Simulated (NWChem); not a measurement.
# SiHF (SMILES F[SiH]) at 5 levels

We compute a comparison of 5 runs (SVWN5/pcseg-0, SVWN5/pcseg-2, SVWN5/pcseg-3, SVWN5/pcseg-1, CCSD(T)/6-311+G**) of SiHF. 

The results are computed with NWChem 7.3.0.

4 further runs of the same task are left out: 4 set aside as unsound or not needed.

## 1. The system as given

The species is SiHF (3 atoms), meant as a singlet with charge 0. SMILES: `F[SiH]`. The shape is that of a PBE0-D4/def2-TZVP optimisation.

Bond lengths: F1–Si2 1.612 Å, Si2–H3 1.541 Å. Angles: F1–Si2–H3 96.3°.

## 2. The response to a field at SVWN5/pcseg-0 (run 1)

Contents of work.nw:

```
start work
title "FHSi"
memory total 2200 mb
charge 0

geometry noautosym nocenter noautoz
F     -1.090200     0.024400    -0.602300
Si     0.186800     0.629400     0.173800
H      0.892400    -0.718600     0.415300
end

basis spherical bse
* library pcseg-0
end

dft
xc slater vwn_5
grid fine
convergence energy 1e-08
maxiter 100
mulliken
print low
end

property
response 1 0
end

task dft property
```

Command:

```
$ nwchem work.nw > work.out
```

Standard output:

```text
[...]
 d= 0,ls=0.0,diis     1   -387.4247545466 -4.36D+02  7.78D-02  5.99D-01     0.1
[...]
 d= 0,ls=0.0,diis    10   -387.4941319941 -2.61D-10  6.93D-07  4.20D-10     0.5
         Total DFT energy =     -387.494131994088
      One electron energy =     -635.581847061550
           Coulomb energy =      229.730567035722
    Exchange-Corr. energy =      -29.837430808108
 Nuclear repulsion energy =       48.194578839848
[...]
      Total Density - Mulliken Population Analysis
     ---------------------------------------------
    Atom       Charge   Shell Charges
 -----------   ------   -------------------------------------------------------
    1 F    9     9.43   1.98  1.00  0.99  2.43  3.01
    2 Si  14    13.44   2.00  2.00  1.16  0.73  5.79  0.80  0.97
    3 H    1     1.13   0.56  0.58
[...]
 Anisotropic =      11.1364902
[...]
```

Wall time 1.8 s (1 thread of Intel Xeon Platinum 8488C (Sapphire Rapids), shared host); peak memory 0.11 GiB.

## 3. The response to a field at SVWN5/pcseg-2 (run 2)

Contents of test.nw:

```
echo
START test
TITLE "FHSi"
memory 2200 mb
charge 0

GEOMETRY units atomic noautosym nocenter noautoz
F   -2.06017942   0.04610932  -1.13818204
Si   0.35300084   1.18939362   0.32843440
H    1.68639159  -1.35795719   0.78480326
END

BASIS spherical bse
* library pcseg-2
END

DFT
xc slater vwn_5
grid fine
convergence energy 1e-08
maxiter 100
mulliken
print low
END

PROPERTY
response 1 0
END

TASK dft property
```

Command:

```
$ nwchem test.nw > test.out
```

Standard output:

```text
[...]
 d= 0,ls=0.0,diis     1   -388.1243067353 -4.36D+02  1.52D-02  1.08D+00     0.9
[...]
 d= 0,ls=0.0,diis    11   -388.1961162122 -7.16D-10  1.41D-07  1.63D-10     6.8
         Total DFT energy =     -388.196116212233
      One electron energy =     -636.887298029296
           Coulomb energy =      230.382343549499
    Exchange-Corr. energy =      -29.885737191136
 Nuclear repulsion energy =       48.194575458700
[...]
      Total Density - Mulliken Population Analysis
     ---------------------------------------------
    Atom       Charge   Shell Charges
 -----------   ------   -------------------------------------------------------
    1 F    9     9.33   2.00  0.64  0.92  0.36  2.39  2.16  0.85  0.00  0.01  0.00
    2 Si  14    13.53   2.01  0.45  1.52  1.04  0.86  5.89  0.52  0.87  0.19  0.01  0.16  0.02
    3 H    1     1.14   0.38  0.60  0.15  0.00  0.01  0.00
[...]
 Anisotropic =      13.2756246
[...]
```

Run time: 27 s. Hardware: 1 thread of Intel Xeon Platinum 8488C (Sapphire Rapids), shared host; peak memory 0.11 GiB.

Runs 3 to 4 aren't shown in full; the table further down has their settings and results.

## 4. A single-point energy at CCSD(T)/6-311+G(d,p) (run 5)

Contents of a.xyz:

```xyz
3
FHSi ccsd(t)
F     -1.090200     0.024400    -0.602300
Si     0.186800     0.629400     0.173800
H      0.892400    -0.718600     0.415300
```

Contents of a.nw:

```
START a
TITLE "FHSi ccsd(t)"
memory total 2200 mb
GEOMETRY units angstroms noautosym nocenter noautoz
load format xyz a.xyz
END
BASIS "ao basis" spherical bse
* library 6-311+G**
END
SCF
thresh 1e-08
maxiter 80
noprint "final vectors analysis"
END
CCSD
freeze core 6
maxiter 60
thresh 0.001
END
TASK ccsd(t) energy
```

Command:

```
$ nwchem a.nw > a.out
```

Standard output:

```text
[...]
  functions       =    58
[...]
  wavefunction    = RHF
[...]
         Total SCF energy =   -388.983696247651
      One-electron energy =   -636.750745971617
      Two-electron energy =    199.572470884118
 Nuclear repulsion energy =     48.194578839848
        Time for solution =      2.6s
[...]
 Total MP2 energy:           -389.274916599736116
[...]
             energy      energy      error      ampl     ampl      Block
                                                time     time      time
[...]
 Total CCSD energy:           -389.292309378069604
[...]
 Total CCSD+T(CCSD) energy:           -389.300945945031344
[...]
 Total CCSD(T) energy:                -389.300058768934605
[...]
```

Wall time 11 s (1 thread of Intel Xeon Platinum 8488C (Sapphire Rapids), shared host); peak memory 0.12 GiB.

## 5. Overview of the runs

```tsv
run	level	cc conv	task	energy (Eh)	mean polarisability (bohr³)	wall time
1	SVWN5/pcseg-0	–	polarizability	-387.494132	24.1	1.8 s
2	SVWN5/pcseg-2	–	polarizability	-388.196116	28.6	27 s
3	SVWN5/pcseg-3	–	polarizability	-388.210542	32.0	4.5 min
4	SVWN5/pcseg-1	–	polarizability	-388.097946	25.9	5.1 s
5	CCSD(T)/6-311+G**	0.001	energy	-389.300059	–	11 s
```

## 6. Summary of results

| quantity | value |
| --- | --- |
| run 5: total energy | -389.30006 Eh |
| run 5: correlation energy (6 core orbitals frozen) | -316.4 mEh |
| run 5: (T) correction | -7.75 mEh |

All runs together took 5.2 min, the longest 4.5 min.
